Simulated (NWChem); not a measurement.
# propyne (C3H4); SMILES C#CC

All runs: NWChem. The highest occupied level is degenerate, so the cation is one component of its state. Geometry: optimised at PBE0/def2-SVP. Ions are spin-unrestricted doublets at the neutral geometry. Hybrids' shares of exact exchange are those that their runs print; pure functionals count as 0. The functionals differ in more than this share.

```
row                     share of exact exchange  ΔSCF ionisation energy minus −ε(HOMO) (eV)
----------------------  -----------------------  ------------------------------------------
PBE/def2-TZVP                              0.00                                        3.73
B3LYP/def2-TZVP                            0.20                                        2.80
BHandHLYP/def2-TZVP                        0.50                                    withheld
Hartree-Fock/def2-TZVP                     1.00                                       -1.48
```

Problem. Fit a straight line of the last column on the one before it, predict the withheld value, and compare with the run.

Solution. 
1. Means of the 3 shown rows: x = 0.400, y = 1.683. Slope Σ(x − x̄)(y − ȳ)/Σ(x − x̄)² = -2.940/0.5600 = -5.250; intercept 3.783.
2. The shown rows scatter about the line by 0.050 (root mean square); the largest residual is +0.07, at B3LYP/def2-TZVP.
3. At x = 0.50 (BHandHLYP/def2-TZVP; inside the shown range) the line gives 1.16.
4. The run gives 1.28, +0.12 from the line, 2.4 times the scatter. The line crosses zero at a share of 0.72.
